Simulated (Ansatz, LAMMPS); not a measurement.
## Bulk modulus B0 of cubic perovskite SrTiO3 (cubic form, which distorts at low temperature): levels of theory against measurement

Reference value: 172 GPa (measured, room temperature, no zero-point or thermal correction, Murnaghan fit, our sources range from 165 to 179; as tabulated in Guennou et al. (2010), arXiv:0910.0710).

```tsv
level (code)	value (GPa)	cell (Å³/atom)
ionic model akhtar1995 (shell model, LAMMPS)	195	11.83
ionic model catlow1992 (shell model, LAMMPS)	201	12.60
ionic model pedone2006 (rigid ions, LAMMPS)	169	12.07
LDA (Ansatz)	202	11.45
PBE (Ansatz)	170	12.20
PBEsol (Ansatz)	…	11.78
r²SCAN (Ansatz)	189	11.93
HSE06 (Ansatz)	…	11.82
Hartree–Fock (Ansatz)	…	11.95
```

Question: What belongs in the gaps?

Answer: 
- PBEsol (Ansatz, an electronic-structure program), value (GPa): 186
- HSE06 (Ansatz), value (GPa): 193
- Hartree–Fock (Ansatz), value (GPa): 213

Differences against the reference: ionic model akhtar1995 +13.4 %, ionic model catlow1992 +16.9 %, ionic model pedone2006 -1.7 %, LDA +17.4 %, PBE -1.2 %, PBEsol +8.1 %, r²SCAN +9.9 %, HSE06 +12.2 %, Hartree–Fock +24 %.

The reference is not for a static lattice or low temperature, so close values are not ranked against it.

The measured value isn't corrected to a static lattice, so vibrations enter the comparison. A static lattice is as a rule stiffer than a warm one, by over a tenth in soft solids.  Ionic model akhtar1995, ionic model catlow1992, ionic model pedone2006, LDA, PBE, PBEsol, r²SCAN, HSE06, Hartree–Fock: the relaxation could not lower the start's symmetry, so the cell can be a saddle point above a distorted one. Each level is taken at its own relaxed cell. Cutoffs and k meshes differ between the levels. Ansatz's density-functional and Hartree–Fock values are scalar-relativistic unless marked +SOC, with PAW data made under PBE.

Empirical potentials (ionic model akhtar1995, ionic model catlow1992, ionic model pedone2006) are fitted to chosen data: where that held the value shown, agreement is built in, and what lay outside the fit can be far off.

Differences are worked out from the printed values.
